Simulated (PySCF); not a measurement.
## How exact exchange moves a shielding

Molecule: `C#CB`, C₂H₃B.

Cartesian coordinates in Å; atom numbers follow the order of the lines, from 1:
```xyz
6

B    -1.1337    0.0640    0.0377
C     0.3681   -0.0208    0.1491
C     1.5840   -0.0877    0.2389
H    -1.8303   -0.6101    0.7566
H    -1.6373    0.8054   -0.7706
H     2.6554   -0.1469    0.3181
```

GIAO shieldings (ppm, equivalent atoms averaged) in PySCF 2.14 on the PBE0-D3(BJ)/def2-SVP geometry, basis pcSseg-2, gas phase, non-relativistic:

```csv
functional,exact exchange (%),σ(B1),σ(C3),σ(C2)
BLYP,0,20.6,27.8,68.3
BP86,0,22.4,29.6,71.8
PBE,0,20.1,28.4,71.0
PBE0,25,27.1,33.5,83.3
mPW1PW91,25,28.0,33.9,83.1
BHandHLYP,50,33.6,35.3,90.9
HF,100,50.0,39.8,111.6
```

Task: Fit each shielding as a line in the percentage of exact exchange.

Result: σ(B1) = 20.7 + 0.29 x (rms 0.9 ppm); σ(C3) = 29.4 + 0.11 x (rms 1.1 ppm); σ(C2) = 71.1 + 0.41 x (rms 1.5 ppm). The functionals also differ in their semilocal parts, which the line can't hold; Hartree–Fock has no correlation at all.

Task: What does the line predict for B3LYP (20 %), and what does the run give?

Result: σ(B1): 26.5 predicted, 25.5 computed; σ(C3): 31.6 predicted, 31.3 computed; σ(C2): 79.3 predicted, 78.0 computed ppm.
